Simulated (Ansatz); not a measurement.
# CF2 (SMILES F[C]F): levels of theory compared

We compute a comparison of 6 runs (PBE/STO-3G, PBE0/STO-3G, UPBE0/STO-3G, r2SCAN0/STO-3G, revPBE/STO-3G, FCI/STO-3G) of CF2. 

Program for the calculation: Ansatz 0.2.0.

40 further runs of the same task are left out: 4 that didn't finish, 36 set aside as unsound or not needed.

## 1. The structure to begin with

The species is CF2 (3 atoms), meant as a singlet with charge 0. SMILES: `F[C]F`. The C2–F1 distance was set to 1.979 Å, away from the relaxed value. At this shape a bond of the SMILES string is far longer than usual.

Bond lengths: C2–F3 1.320 Å. A long bond or contact: F1–C2 1.979 Å.

## 2. A single-point energy at PBE/STO-3G (run 1)

The input, input.yaml:

```yaml
crystal:
  periodic: [false, false, false]
  atoms:
    - symbol: F
      position_ang: [0.431999, 1.685262, 0.424286]
    - symbol: C
      position_ang: [0.326820, -0.272180, 0.149730]
    - symbol: F
      position_ang: [-0.723760, -0.760620, -0.482500]
basis:
  gaussian:
    orbitals: STO-3G
hamiltonian:
  xc: {name: PBE}
accuracy: high
```

The run is started by

```bash
ansatz run input.yaml --threads 1 --pin off --max-ram 2610MiB --events-out events.jsonl --progress --plain --runs-dir runs
```

Log:

```text
Warning: RAYON_NUM_THREADS=1 ignored (pool sized by the plan → 1); use --threads N
Functional definition: PBE
  name "PBE"
  parameter kappa = 0.804
  parameter beta = 0.06672455060314922
  exchange = pbe_x(kappa = kappa, mu = beta*pi^2/3)
  correlation = pbe_c(beta = beta)
244 factors; integrals over basis functions are off by at most 3.7e-8 eV
mean field evaluation 1: about -6360.4902 eV, gradient 3.9e1 eV
mean field evaluation 2: about -6027.2746 eV, gradient 1.5e2 eV
mean field evaluation 4: about -6364.9704 eV, gradient 2.5e1 eV
mean field evaluation 8: about -6364.9156 eV, gradient 2.5e1 eV
mean field evaluation 16: about -6367.3132 eV, gradient 1.2e-6 eV
mean field evaluation 32: about -6363.9276 eV, gradient 3.2e1 eV
mean field -6367.31318230 eV, -233.9944435298 hartree, gradient 2.0e-8 eV, S^2 0.000000; 3 other end points of the search recorded, 0 dependent functions left out
reference -6367.31318308 eV, -233.9944435584 hartree; 12, 12 occupied and 3, 3 virtual orbitals, 244 factors
Total energy: -6367.31318308 eV, -233.9944435584 hartree
```

It took 1.2 s on 1 thread of Arm Neoverse V1, shared host.

## 3. The energy at PBE0/STO-3G (run 2)

The input, input.yaml:

```yaml
crystal:
  periodic: [false, false, false]
  atoms:
    - {symbol: F, position_ang: [0.431999, 1.685262, 0.424286]}
    - {symbol: C, position_ang: [0.326820, -0.272180, 0.149730]}
    - {symbol: F, position_ang: [-0.723760, -0.760620, -0.482500]}
basis:
  gaussian:
    orbitals: STO-3G
hamiltonian:
  xc: pbe0
accuracy: high
```

The run is started by

```bash
ansatz run input.yaml --threads 1 --pin off --max-ram 2610MiB --events-out events.jsonl --progress --plain --runs-dir runs
```

Log:

```text
Warning: RAYON_NUM_THREADS=1 ignored (pool sized by the plan → 1); use --threads N
Functional definition: PBE0
  name "PBE0"
  parameter a = 0.25
  parameter kappa = 0.804
  parameter beta = 0.06672455060314922
  exchange = (1 - a)*pbe_x(kappa = kappa, mu = beta*pi^2/3) + a*exact_x
  correlation = pbe_c(beta = beta)
244 factors; integrals over basis functions are off by at most 3.7e-8 eV
mean field evaluation 1: about -6361.2009 eV, gradient 2.7e1 eV
mean field evaluation 2: about -6045.0832 eV, gradient 1.9e2 eV
mean field evaluation 4: about -6352.2217 eV, gradient 7.7e1 eV
mean field evaluation 8: about -6366.5407 eV, gradient 1.5e1 eV
mean field evaluation 16: about -6367.3296 eV, gradient 4.8e-7 eV
mean field -6367.32959098 eV, -233.9950465375 hartree, gradient 8.5e-9 eV, S^2 0.000000; 0 other end points of the search recorded, 0 dependent functions left out
reference -6367.32959157 eV, -233.9950465592 hartree; 12, 12 occupied and 3, 3 virtual orbitals, 244 factors
Total energy: -6367.32959157 eV, -233.9950465592 hartree
```

Run time: 0.72 s. Hardware: 1 thread of Arm Neoverse V1, shared host.

Runs 3 to 5 aren't shown in full; the table further down has their settings and results.

## 4. A single-point energy at FCI/STO-3G (run 6)

The input, run.yaml:

```yaml
crystal:
  periodic: [false, false, false]
  atoms:
    - {symbol: F, position_ang: [0.431999, 1.685262, 0.424286]}
    - {symbol: C, position_ang: [0.326820, -0.272180, 0.149730]}
    - {symbol: F, position_ang: [-0.723760, -0.760620, -0.482500]}
basis:
  gaussian:
    orbitals: STO-3G
correlation:
  method: fci
  frozen_orbitals: {C: 1, F: 1}
accuracy: high
```

The run is started by

```bash
ansatz run run.yaml --threads 1 --pin off --max-ram 2610MiB --events-out events.jsonl --progress --plain --runs-dir runs
```

Log, cut to the lines that bear on the results:

```text
Warning: RAYON_NUM_THREADS=1 ignored (pool sized by the plan → 1); use --threads N
Functional definition: HF
  name "HF"
[...]
244 factors; integrals over basis functions are off by at most 3.7e-8 eV
[...]
mean field -6345.82160505 eV, -233.2046426331 hartree, gradient 1.1e-8 eV, S^2 0.000000; 0 other end points of the search recorded, 0 dependent functions left out; unrestricted orbitals would lower it
unrestricted determinant -6348.19487389 eV, -233.2918586545 hartree, S^2 0.8939
3 core orbitals not correlated: weight in the atoms' cores, before any rotation towards them, 1.000 or more for the frozen orbitals, at most 0.000 for the correlated occupied ones
reference -6345.82160505 eV, -233.2046426331 hartree; 9, 9 occupied and 3, 3 virtual orbitals, 244 factors
state -6351.39723135 eV, -233.4095431205 hartree
Total energy: -6351.39723135 eV, -233.4095431205 hartree
```

Wall time 0.46 s (1 thread of Arm Neoverse V1, shared host).

## 5. All runs side by side

```csv
run,level,frozen core orbitals,energy (Eh),wall time
1,PBE/STO-3G,–,-233.994444,1.2 s
2,PBE0/STO-3G,–,-233.995047,0.72 s
3,UPBE0/STO-3G,–,-233.997375,3.6 s
4,r2SCAN0/STO-3G,–,-234.107400,1.7 s
5,revPBE/STO-3G,–,-234.179716,1.2 s
6,FCI/STO-3G,3,-233.409543,0.46 s
```

## 6. Summary of results

| quantity | value |
| --- | --- |
| run 6: total energy | -233.40954 Eh |
| run 6: correlation energy (3 core orbitals frozen) | -204.9 mEh |

What this shows: Totals of different functionals can't be ranked against each other. In runs 1, 2, 3, 4, 5, 6 the basis is minimal, so the values are rough. Spin contamination of the reference: run 3 ⟨S²⟩ = 0.28. All runs together took 8.8 s, the longest 3.6 s.
